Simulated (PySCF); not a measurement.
methylamine (CH5N), SMILES CN.

Geometry: PBE0-D3(BJ)/def2-TZVP.

Method: PBE/def2-TZVPD in PySCF.

Symmetry labels are those of the subgroup Cs that the program uses (full group Cs).

Computed valence orbital energies around the gap with their symmetry:
```csv
orbital,symmetry,energy (eV)
HOMO−7,A',-269.22
HOMO−6,A',-21.80
HOMO−5,A',-16.19
HOMO−4,A",-12.05
HOMO−3,A',-10.77
HOMO−2,A',-9.76
HOMO−1,A",-8.78
HOMO,A',-5.38
LUMO,A',-0.24
LUMO+1,A',0.58
LUMO+2,A",1.37
LUMO+3,A',1.77
```
